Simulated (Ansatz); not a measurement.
Species: HS, net charge 0, doublet state. 
Structure (B3LYP-D3(BJ)/def2-TZVP (Ansatz, a first-principles code) minimum search):
```xyz
2

S      0.0000     0.0000    -0.0793
H      0.0000     0.0000     1.2681
```
Charge 0, spin multiplicity 2.

Basis-set convergence of Hartree-Fock and CCSD(T) correlation energies (hartree) with Ansatz. Correlated levels leave the core frozen unless marked. Open shells are spin-unrestricted. Spin-orbit coupling is left out. Non-relativistic.

| basis | functions | E(HF) | E(corr, CCSD(T)) |
|---|---|---|---|
| def2-SVPD | 35 | -397.96681 | -0.14508 |
| def2-TZVPPD | 68 | -398.09947 | -0.18406 |
| def2-QZVPPD | 112 | -398.11034 | -0.19636 |

Extrapolating the two largest sets (X = 3 and 4) as X^-3: E(corr) = (64·(-0.19636) - 27·(-0.18406))/37 = -0.2053 Eh, an estimate of the basis-set limit. The largest set recovers 95.6 % of it, the smallest 70.7 %.
